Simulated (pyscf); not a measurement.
Thermochemistry of product channels of `[PH]=[GaH]` + `[OH2]` on the singlet surface, in kcal/mol, from ωB97M-D3(BJ)/def2-TZVP energies (ideal gas, 1 atm, RRHO with modes under 100 cm⁻¹ raised to 100, one conformer, R ln 2 for chiral ones without a mode under 150 cm⁻¹). PySCF, gas phase, ωB97X-D3(BJ)/def2-SVP geometries.

```tsv
products	ΔE	ΔH(298 K)	ΔG(900 K)	ΔG(1200 K)
`[OH][Ga]=[PH]` + `[H][H]`	-8.6	-10.8	-6.7	-6.1
`[OH][PH][GaH2]`	-20.2	-20.5	+7.5	+16.1
`[OH][GaH][PH2]`	-44.1	-43.8	-14.8	-5.9
```

The channel to HO–PH–GaH₂ turns unfavourable between 298 and 1200 K (ΔG from -11.0 kcal/mol to +16.1 kcal/mol).

These are energies of the channels, which say nothing of barriers. HP=GaH lies 17.6 kcal/mol over its isomer H₂P–Ga [singlet] (electronic energy, ωB97M-D3(BJ)/def2-TZVP). Elements up to Kr have no core potential and no relativistic terms here.
